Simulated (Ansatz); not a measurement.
Fluorite CdF₂, treated with HSE06-D3(BJ) (plane waves, PAW; Ansatz, a program for electronic structure).

Run with plane-wave cutoff 460 eV, 8×8×8 k mesh, Fermi–Dirac smearing 0.01 eV, scalar-relativistic PAW data made under PBE.

The cell is scaled about its equilibrium volume:

```
V (Å³/atom)  P (GPa)  direct gap at Γ (eV)  smallest gap on the k mesh (eV)
-----------  -------  --------------------  -------------------------------
12.323          6.37                 5.936                            5.433
12.647          2.96                 5.871                            5.329
13.070         -0.81                 5.785                            5.197
13.296         -2.55                 5.739                            5.128
13.620         -4.76                 5.671                            5.032
```

The fundamental gap (5.23 eV at the equilibrium volume, on the SCF mesh) lies elsewhere than Γ–Γ.

Measured, for comparison: band gap 7.8 eV (temperature not stated, not corrected to a static lattice, indirect W–Γ; as tabulated in Cappellini et al. (2013), arXiv:1302.2571).

Spin–orbit coupling is not included.
